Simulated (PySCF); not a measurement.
## Two-photon absorption: `InChI=1S/C5H6O/c1-3-4-5(2)6/h4H,1H2,2H3`

Geometry:
```
atom   x (Å)   y (Å)   z (Å)
  C1   2.190   0.756   0.465
  C2   1.275  -0.129   0.178
  C3   0.340  -1.007  -0.113
  C4  -1.122  -0.715  -0.086
  C5  -1.560   0.663   0.338
  O6  -1.910  -1.576  -0.403
  H7   2.615   1.400  -0.312
  H8   2.563   0.875   1.488
  H9   0.603  -2.029  -0.409
 H10  -1.161   1.421  -0.354
 H11  -1.170   0.906   1.338
 H12  -2.656   0.704   0.341
```

Method used: TDDFT PBE0/def2-SVPD excited states, vertical, gas phase in PySCF 2.14.0. Geometry: PBE0-D3(BJ)/def2-SVP.

(1) Give the one- and two-photon strengths of the lowest singlets.

Results:

(1) δ for parallel linear polarisation; σ at the peak of a Lorentzian of half width 0.1 eV, single beam; Ω is circular over linear.
```csv
state,E (eV),f,photon λ (nm),δ (au),σ (GM),Ω,main
S1,3.87,0.000,641,<0.1,0.00,–,HOMO→LUMO 0.96
S2,5.36,0.000,463,0.16,0.00,1.19,HOMO−2→LUMO 0.93
S3,5.79,0.025,428,172,2.11,0.83,"HOMO→LUMO+1 0.58, HOMO−1→LUMO 0.40"
S4,6.03,0.000,411,0.41,0.01,0.96,HOMO−1→LUMO+1 0.96
S5,6.42,0.531,387,13.2,0.20,0.82,"HOMO−1→LUMO 0.52, HOMO→LUMO+1 0.38"
```

Among these, the strongest one-photon state is S5, the strongest two-photon state S3, with a dipole change of 3.7 D (relaxed, norm of the difference vector).
